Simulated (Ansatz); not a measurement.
**AlHF+ (singlet): the correlation ladder, 6-31G**

An exercise on one series of results from a longer session: the logs are not shown, and one member is left open.

The runs use Ansatz 0.2.0, Gaussian basis; 6-31G, core rule «outside noble gas», up to 6 orbitals frozen.

To be run: UHF; CCSD(T) on RHF; BCCD(T) on RHF; CISD; CCSDT(Q) on RHF; CCSDTQ on RHF; Full CI.

12 further runs of the same task are left out: 10 for a known fault of the program, 2 set aside as unsound or not needed.

### What is computed

The geometry is a PBE0/def2-TZVP stationary point (not a proven minimum) of the parent state, kept for this charge and spin.

3 atoms, charge 1, spin multiplicity 1.

Atoms are counted from 1 here; the program's logs count them from 0.

Bond lengths: Al1–F2 1.656 Å, Al1–H3 1.607 Å. Angles: F2–Al1–H3 115.4°.

Set-up of the first run:

in.yaml

```yaml
crystal:
  periodic: [false, false, false]
  atoms:
    - {symbol: Al, position_ang: [0.000000, -0.115297, 0.645226]}
    - {symbol: F, position_ang: [0.000000, 0.098231, -0.996846]}
    - {symbol: H, position_ang: [0.000000, 1.234843, 1.517246]}
basis:
  gaussian: {orbitals: 6-31G}
total_charge: 1
magnetization: {spin_polarized: true, initial_magnetization: 0}
hamiltonian: {xc: hf}
output: {orbitals: {seedname: orbitals}}
```

Run with:

```sh
$ ansatz run in.yaml --threads 1 --pin off --events-out ev --progress --plain --max-ram 4096MiB --backend cpu
```

Steps of the session up to this table: UHF; CCSD(T) on RHF; BCCD(T) on RHF; CISD; CCSDT(Q) on RHF; CCSDTQ on RHF; Full CI.

One of the session's tables, all rows but one given; the rest of the session is left out.

| method | from FCI (kJ/mol) |
| --- | --- |
| RHF | +455.0 |
| RMP2 | ? |
| CISD | +36.4 |
| RCCSD | +10.9 |
| RCCSD(T) | +2.0 |
| BCCD(T) | +1.3 |
| RCCSDT | +0.9 |
| RCCSDT(Q) | -0.5 |
| RCCSDTQ | -0.1 |
| FCI | 0 |

**Question.** Estimate the row for RMP2.

As computed: from FCI (kJ/mol): +30.8. In the column «from FCI (kJ/mol)» it lies between RCCSD (+10.9) and CISD (+36.4).

Limits of these values: RCCSDT(Q) falls below full CI, which methods that aren't variational can do.
